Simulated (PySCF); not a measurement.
CH3S, SMILES `C[S]` (charge 0, multiplicity 2)

Level of theory: PBE-D3(BJ)/def2-TZVP (PySCF 2.14.0).

| Quantity | Value |
|---|---|
| highest occupied spin orbital | -5.32 eV |
| dipole moment | 0.364 e·Å |
| total energy | -11914.65 eV |
| cost | very roughly 30 core-seconds |

```xyz
5

C     -0.1301     0.0060    -0.0310
S      1.6602    -0.0351     0.0300
H     -0.5437    -0.8290    -0.6125
H     -0.4772    -0.1114     1.0114
H     -0.5092     0.9695    -0.3979
```
Charge 0, spin multiplicity 2.
